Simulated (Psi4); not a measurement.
Reaction (SMILES): Cl[C]Cl (closed-shell singlet) + 3 [H][H] (H2) → C (CH4) + 2 Cl (HCl)
B3LYP-D3(BJ)/def2-TZVP geometries, fixed; electronic energies without zero-point terms.

Basis-set convergence of the energy of full hydrogenation at PBE0 with Psi4. Cartesian d functions, on some or all atoms, in 6-31G*, 6-31G**, 6-31+G*; all else is spherical. Density fitting with the program's default auxiliary sets. No added dispersion term, no relativity. Functions are those of the species that has most. Reference: the value in aug-cc-pV(Q+d)Z, -134.25 kcal/mol, itself unsure by roughly 0.04 kcal/mol (its mean distance from def2-QZVPPD, def2-QZVPP, cc-pV(Q+d)Z). Deviations are taken from unrounded values.

| basis | functions | energy of full hydrogenation (kcal/mol) | minus reference (kcal/mol) |
|---|---|---|---|
| STO-3G | 23 | -130.65 | 3.60 |
| 3-21G | 35 | -149.96 | -15.71 |
| 6-31G | 35 | -146.91 | -12.66 |
| 6-31G* | 53 | -132.76 | 1.49 |
| 6-31G** | 53 | -137.04 | -2.79 |
| 6-31+G* | 65 | -132.75 | 1.50 |
| 6-311G** | 70 | -140.02 | -5.77 |
| 6-311+G** | 82 | -137.23 | -2.98 |
| 6-311++G(2d,2p) | 97 | -136.34 | -2.09 |
| 6-311++G(3df,3pd) | 133 | -134.95 | -0.71 |

Of the sets listed that have larger relatives (same family, alike in diffuse functions), none stays within 1 kcal/mol of the reference together with them. Inside, with no larger relative to test it: 6-311++G(3df,3pd).
